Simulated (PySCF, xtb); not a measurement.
## Isomers of CH2AlB in order of energy

4 gas-phase structures of CH2AlB, found in a search over its isomers (lower ones may exist). Each was relaxed with GFN2-xTB:

A. `C=[B][Al]`, a singlet
B. a singlet given by its coordinates
C. `[B]1=[CH][AlH]1`, a singlet
D. `B=[CH][Al]`, a singlet

B (Å):

```yaml
atoms:
  - { symbol: C, position_ang: [1.4239, -0.4708, 0.0388] }
  - { symbol: Al, position_ang: [-0.2043, -0.6105, 0.8913] }
  - { symbol: B, position_ang: [1.1038, -0.2510, -1.3056] }
  - { symbol: H, position_ang: [1.1594, -0.0642, -2.4464] }
  - { symbol: H, position_ang: [-1.5907, -0.7423, 1.6949] }
```

Close contacts (Å): C1–Al2 1.84, C1–B3 1.40, Al2–B3 2.58, Al2–H5 1.61, B3–H4 1.16.

Which do you expect lowest at r2SCAN-D4/def2-SVP, and how would the others follow?

Calculated order at r2SCAN-D4/def2-SVP: D (0.0), B (18.6), C (22.4), A (27.0) kcal/mol.

Energies above the lowest of each column, in kcal/mol:

| structure | GFN2-xTB | HF/STO-3G | r2SCAN-D4/def2-SVP |
| --- | --- | --- | --- |
| D | 0.0 | 0.0 | 0.0 |
| B | 1.2 | 39.0 | 18.6 |
| C | 10.7 | 48.8 | 22.4 |
| A | 29.8 | 28.2 | 27.0 |

Every level run on D puts it lowest or level with the lowest. Some further structures that were screened fall inside this span and aren't listed. Frequencies (GFN2-xTB) were run for D alone.

Over these structures GFN2-xTB departs from r2SCAN-D4/def2-SVP by 8.0 kcal/mol on average once a common shift is removed. A GFN2-xTB relaxation took about 0.087 s and the r2SCAN-D4/def2-SVP energy about 3.5 s on a shared host (PySCF 2.14.0, xtb 6.7.1 (Pople sets with spherical d functions)).
